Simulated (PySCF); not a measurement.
**C4H6: calculation and literature**

Molfile (atoms numbered from 1):
```
C4H6
     RDKit          3D

 10  9  0  0  0  0  0  0  0  0999 V2000
    2.2092   -0.2912   -0.4226 C   0  0  0  0  0  0  0  0  0  0  0  0
    1.1130    0.1639   -0.2728 C   0  0  0  0  0  0  0  0  0  0  0  0
   -0.2252    0.6869   -0.0840 C   0  0  0  0  0  0  0  0  0  0  0  0
   -1.1970   -0.4164    0.3354 C   0  0  0  0  0  0  0  0  0  0  0  0
    3.1743   -0.6793   -0.5568 H   0  0  0  0  0  0  0  0  0  0  0  0
   -0.5612    1.1423   -1.0206 H   0  0  0  0  0  0  0  0  0  0  0  0
   -0.1937    1.4676    0.6822 H   0  0  0  0  0  0  0  0  0  0  0  0
   -1.2399   -1.1930   -0.4252 H   0  0  0  0  0  0  0  0  0  0  0  0
   -0.8757   -0.8707    1.2702 H   0  0  0  0  0  0  0  0  0  0  0  0
   -2.1950   -0.0054    0.4716 H   0  0  0  0  0  0  0  0  0  0  0  0
  1  2  3  0
  2  3  1  0
  3  4  1  0
  1  5  1  0
  3  6  1  0
  3  7  1  0
  4  8  1  0
  4  9  1  0
  4 10  1  0
M  END
```

What is known from experiment: δ 13C C2 85.5; C1 67.1; C4 13.8; C3 12.3; δ 1H H6/H7 2.16; H8/H9/H10 1.15 ppm (measured; solution, not stated per compound (mostly CDCl3 or CCl4); Pretsch, Buehlmann, Badertscher, Structure Determination of Organic Compounds, 4th ed. (2009)).

PySCF 2.14.0 with density-fitted response routines calculation with NMR shieldings at PBE0/pcSseg-1/GIAO and GFN2-xTB geometry; in vacuum, rapidly exchanging positions averaged, single conformer, relativity neglected.

Task: What does the calculation give, and how does it compare?

Result: 
Reference values: measured (solution, not stated per compound (mostly CDCl3 or CCl4); Pretsch, Buehlmann, Badertscher, Structure Determination of Organic Compounds, 4th ed. (2009)).
```json
{"atoms": "C2", "quantity": "δ 13C", "reference": "85.5", "computed": "90.4", "computed, scaled": "85.9"}
{"atoms": "C1", "quantity": "δ 13C", "reference": "67.1", "computed": "74.3", "computed, scaled": "70.2"}
{"atoms": "C4", "quantity": "δ 13C", "reference": "13.8", "computed": "16.8", "computed, scaled": "14.2"}
{"atoms": "C3", "quantity": "δ 13C", "reference": "12.3", "computed": "15.2", "computed, scaled": "12.6"}
{"atoms": "H6/H7", "quantity": "δ 1H", "reference": "2.16", "computed": "2.30", "computed, scaled": "2.26"}
{"atoms": "H8/H9/H10", "quantity": "δ 1H", "reference": "1.15", "computed": "1.22", "computed, scaled": "1.24"}
```

Computed shifts are σ(ref) − σ with the named reference compound (TMS for H and C) calculated as an isolated molecule at the same level. The measured values may be among those fitted. Expected solution values come from regression of measured δ (H and C: mostly CDCl3, vs TMS) on computed σ: 13C: δ = 179.97 − 0.974σ (rms 2.1 ppm, 958 shifts, 2.3 ppm with the 13 outliers that the fit left out); 1H: δ = 30.01 − 0.943σ (rms 0.17 ppm, 504 shifts, 0.18 ppm with the 4 outliers that the fit left out). A few per cent of atoms miss by over 2 rms, more outside the fitted compound classes.

Task: How far are the unscaled 13C shifts from the references?

Result: Mean signed difference +4.50 ppm, mean absolute 4.50 ppm over 4 comparisons; the largest is +7.2 ppm at C1 (terminal alkyne carbon).

Task: How far are the unscaled 1H shifts from the references?

Result: Mean signed difference +0.10 ppm, mean absolute 0.10 ppm over 2 comparisons; the largest is +0.14 ppm at H6/H7 (hydrogen on a propargylic sp3 CH2).
